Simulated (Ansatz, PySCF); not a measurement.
Species: C2H6N (charge 0, doublet). It need not be the lowest isomer of its formula. 
Structure (B3LYP-D3(BJ)/def2-TZVP (Ansatz, an electronic-structure program) minimum search):
```xyz
9

C     -0.1173    -0.1522     1.2661
N      0.0966     0.4837     0.0577
C      0.0134    -0.2820    -1.1694
H      0.0488     0.4281     2.1618
H     -0.8649    -0.9333     1.2779
H      0.8364     1.1693     0.0663
H      0.7893    -1.0556    -1.2447
H      0.0972     0.3862    -2.0263
H     -0.9593    -0.7753    -1.2192
```
Charge 0, spin multiplicity 2.


Quantity: enthalpy of formation at 298 K (from the atomisation energy, B3LYP-D3(BJ)/def2-TZVP harmonic zero-point and thermal terms from PySCF, and the atoms' enthalpies of formation in the G2/97 table; no spin-orbit terms, and no core term in the frozen-core levels), in kJ/mol. Valence correlation only, unless marked. UHF or UKS for open shells. No spin-orbit coupling. Non-relativistic. The coupled-cluster limit lacks core correlation, which all-electron functionals hold. CBS(X,Y): correlation extrapolated as X^-3; Hartree-Fock from the larger set. [CCSD(T)-MP2]/basis is that difference in the basis named.

```json
[
 {"level": "revPBE-D3(BJ)/def2-TZVPD", "program": "Ansatz + dftd3", "enthalpy of formation at 298 K (kJ/mol)": "150.9"},
 {"level": "M06-L/def2-TZVPD", "program": "PySCF", "enthalpy of formation at 298 K (kJ/mol)": "183.1"},
 {"level": "PBE0/def2-TZVPD", "program": "Ansatz", "enthalpy of formation at 298 K (kJ/mol)": "134.9"},
 {"level": "B2GP-PLYP/def2-TZVPD", "program": "Ansatz", "enthalpy of formation at 298 K (kJ/mol)": "198.8"},
 {"level": "B2PLYP/def2-TZVPD", "program": "Ansatz", "enthalpy of formation at 298 K (kJ/mol)": "183.6"},
 {"level": "SCS-MP2/aug-cc-pVDZ", "program": "Ansatz", "enthalpy of formation at 298 K (kJ/mol)": "362.8"},
 {"level": "SCS-MP2/cc-pVTZ", "program": "Ansatz", "enthalpy of formation at 298 K (kJ/mol)": "218.3"},
 {"level": "CCSD/cc-pVTZ", "program": "Ansatz", "enthalpy of formation at 298 K (kJ/mol)": "284.1"},
 {"level": "CCSD(T)/6-31G*", "program": "Ansatz", "enthalpy of formation at 298 K (kJ/mol)": "490.6"},
 {"level": "RI-MP2/CBS(cc-pVTZ,cc-pVQZ)+[CCSD(T)-MP2]/cc-pVTZ", "program": "Ansatz", "enthalpy of formation at 298 K (kJ/mol)": "157.5"}
]
```
